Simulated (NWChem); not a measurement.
## ClNa

SMILES: [Na][Cl]
```xyz
2

Na     0.0000     0.0000    -1.4209
Cl     0.0000     0.0000     0.9194
```
Charge 0, spin multiplicity 1.

Everything below was run with NWChem. All single points use one geometry, from B3LYP/def2-SVP, a minimum by its harmonic frequencies.

Static limit.

B3LYP has NWChem's definition, with VWN1-RPA local correlation. The structure started from a generated list of species.

Question: Give the polarisability tensor in bohr³ at B3LYP/Sadlej pVTZ, VWN1-RPA local correlation, in the frame of the coordinates, and its isotropic mean.

Answer: 
```
30.48   0.00   0.00
 0.00  30.48   0.00
 0.00   0.00  38.74
```
Mean (one third of the trace): 33.24 bohr³.
